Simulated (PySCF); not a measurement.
BO⁻ at ωB97X

Level: ωB97X. PySCF, no relativity, basis sets B def2-TZVPPD, O def2-TZVPPD.

| Quantity | Value |
| --- | --- |
| state | ¹Σ⁺ (singlet), closed shell |
| bond length | 123.4 pm |
| harmonic wavenumber | 1752 cm⁻¹ |
| force constant | 11.8 mdyn/Å |
| rotational constant Be | 1.698 cm⁻¹ |
| anharmonicity ωexe | 10.4 cm⁻¹ |
| vibration–rotation constant αe | 0.0159 cm⁻¹ |
| well depth De to B + O⁻ | 9.40 eV |
| dissociation energy D0 | 9.29 eV |
| HOMO–LUMO gap | 8.41 eV |
| bond order (Mayer) | 2.44 |
| dipole moment (positive dipole points towards O; it is taken about the centre of mass and depends on that origin) | 2.27 D |

For an ion De counts to the pair picked by the measured ionisation energies or electron affinities, which need not be the lowest pair at this level.
